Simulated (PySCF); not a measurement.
## How methods differ on the ionisation energy of C

C [He] 2s2 2p2 (3P) → C⁺ [He] 2s2 2p1 (2P), as a difference of total energies. All numbers are calculated (PySCF 2.14, scalar relativity by spin-free X2C-1e, in dyall-acv3z (15s9p4d2f, 76 functions)). Correlated levels: valence and next inner shell: nothing frozen; virtual orbitals above 40 to 60 times the deepest correlated orbital energy dropped. The calculations carry no spin-orbit coupling.

```
                                method  ionisation energy (eV)  error (eV)
                                   UHF                  10.797      -0.465
    MP2 (valence and next inner shell)                  11.263      +0.001
SCS-MP2 (valence and next inner shell)                  11.123      -0.139
   CCSD (valence and next inner shell)                  11.172      -0.090
CCSD(T) (valence and next inner shell)                  11.198      -0.064
```

Reference: 11.262 eV (measured; NIST levels, between the centres of gravity of the two terms).

Errors of the correlated levels include the incompleteness of this basis.
